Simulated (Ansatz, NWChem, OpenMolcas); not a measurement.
Errors in the atomisation enthalpy at 298 K

7 molecules with nitrogen; the atomisation enthalpy at 298 K in kJ/mol, computed less measured. Shapes, held fixed at every level: PBE0-D4/def2-TZVP. Flexible molecules stand in one conformer, not always the lowest. Thermal terms are harmonic and unscaled (PBE0-D4/def2-TZVP); the spin-orbit lowering of the free atoms is taken from their spectra. Programs: Ansatz 0.2.0, NWChem 7.3.0, OpenMolcas 26.06. A level may come from different programs for different species; with the same settings they agree closely. Measured values: Active Thermochemical Tables, NIST-JANAF tables.

Levels: A = HF/cc-pVTZ; B = PBE/cc-pVTZ; C = MP2/def2-TZVPP.

```csv
molecule,from tabulated heats,A,B,C
HCN (hydrogen cyanide),1278,-480,+52,-2
N2O (nitrous oxide),1112,-769,+167,+33
C2N2 (bisisocyanide),1766,-838,+164,+3
HOCN (cyanic acid),1671,-699,+100,+14
NF3 (SMILES FN(F)F),843,-701,+166,+7
CH3N (methanimine),1755,-589,+49,-39
N2H4 (hydrazine),1721,-723,+49,-67
```

Sum up the errors.


```tsv
level	kind	mean error	mean absolute error	worst case
HF/cc-pVTZ	Hartree–Fock	-685.6	685.6	C2N2
PBE/cc-pVTZ	GGA	+106.7	106.7	N2O
MP2/def2-TZVPP	perturbation theory	-7.3	23.6	N2H4
```

On this set MP2/def2-TZVPP has the smallest mean absolute error and HF/cc-pVTZ the largest. HF/cc-pVTZ is too low in 7 of 7; PBE/cc-pVTZ is too high in 7 of 7. Heats of the atoms come from ATcT where it has them. The levels differ in basis as well as in method. Hartree–Fock lacks correlation and underbinds. Correlated wave functions converge slowly with the basis. The set is small.
